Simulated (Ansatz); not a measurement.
Process, species as SMILES: ClCCl → Cl[CH]Cl + H atom
B3LYP-D3(BJ)/def2-TZVP geometries, fixed; electronic energies without zero-point terms.
Largest species:
```
C
H 1 1.0832
H 1 1.0832 2 111.91
Cl 1 1.7804 2 108.02 3 118.77
Cl 1 1.7804 2 108.02 3 -118.77
```
Charge 0, spin multiplicity 1.

The bond dissociation energy at MP2 with Ansatz (an electronic-structure program), in kcal/mol, split into its Hartree-Fock and correlation parts. Cores are frozen. Open shells are unrestricted. No added dispersion term, no relativity. Functions are those of the species that has most.

```json
[
 {"basis": "cc-pV(D+d)Z", "X": "2", "functions": "70", "Hartree-Fock": "79.52", "MP2": "97.65"},
 {"basis": "cc-pV(T+d)Z", "X": "3", "functions": "136", "Hartree-Fock": "80.04", "MP2": "102.08"},
 {"basis": "cc-pV(Q+d)Z", "X": "4", "functions": "243", "Hartree-Fock": "79.92", "MP2": "103.15"},
 {"basis": "cc-pV(5+d)Z", "X": "5", "functions": "401", "Hartree-Fock": "79.90", "MP2": "103.46"}
]
```

Worked estimate of the basis-set limit from each neighbouring pair, with Hartree-Fock from the larger set and the correlation part extrapolated as X^-3.
Correlation parts: X = 2: 18.13, X = 3: 22.04, X = 4: 23.23, X = 5: 23.56.
- (2,3): (27·(22.04) - 8·(18.13))/19 = 23.69; with Hartree-Fock 80.04 the estimate is 103.73 kcal/mol.
- (3,4): (64·(23.23) - 27·(22.04))/37 = 24.10; with Hartree-Fock 79.92 the estimate is 104.02 kcal/mol.
- (4,5): (125·(23.56) - 64·(23.23))/61 = 23.91; with Hartree-Fock 79.90 the estimate is 103.81 kcal/mol.
The last two estimates differ by 0.21 kcal/mol; the largest set lies 0.35 from the last. Over the last step Hartree-Fock moves by -0.02 and the correlation part by 0.33.
